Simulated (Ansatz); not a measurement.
Geometry optimisation, Ansatz 0.2.0, UHF/6-31G*.

Input file:

```yaml
crystal:
  periodic: [false, false, false]
  atoms:
    - { symbol: B, position_ang: [0.2844, -1.1647, 0.1979] }
    - { symbol: C, position_ang: [-0.2809, 0.3258, -0.2032] }
    - { symbol: H, position_ang: [1.1543, -1.2447, 0.8612] }
    - { symbol: H, position_ang: [-1.0999, 0.2522, -0.853] }
    - { symbol: H, position_ang: [0.5238, 0.8632, -0.7669] }
    - { symbol: H, position_ang: [-0.5396, 0.9041, 0.7178] }
magnetization:
  spin_polarized: true
  initial_magnetization: 1
basis:
  gaussian: { orbitals: "6-31G*" }
hamiltonian:
  xc: hf
relax:
  f_tol: 0.02
  max_steps: 40
output:
  orbitals: {}
```

Command:

```bash
$ ansatz run input.yaml --threads 1 --pin off --max-ram 2048MiB --backend cpu --events-out ev --progress --plain --runs-dir out
```

Problem. Where does it end, and by what steps?

Solution. It converged. After 3 steps the energy has fallen by 0.300 eV; H3 moved furthest, 0.09 Å.

```json
{"step": "0", "energy less start (eV)": "0.0000", "largest force component (eV/Å)": "2.585", "accepted": "yes"}
{"step": "1", "energy less start (eV)": "-0.2788", "largest force component (eV/Å)": "0.798", "accepted": "yes"}
{"step": "2", "energy less start (eV)": "-0.2987", "largest force component (eV/Å)": "0.136", "accepted": "yes"}
{"step": "3", "energy less start (eV)": "-0.2999", "largest force component (eV/Å)": "0.009", "accepted": "yes"}
```

```xyz
6
Properties=species:S:1:pos:R:3
B 0.288 -1.101 0.174
C -0.277 0.306 -0.219
H 1.193 -1.300 0.922
H -1.153 0.283 -0.858
H 0.504 0.864 -0.738
H -0.514 0.884 0.674
```

Whether the end is a true minimum wasn't checked by a vibrational analysis.

Time of the run: 3.1 s on 1 CPU thread of a shared host.
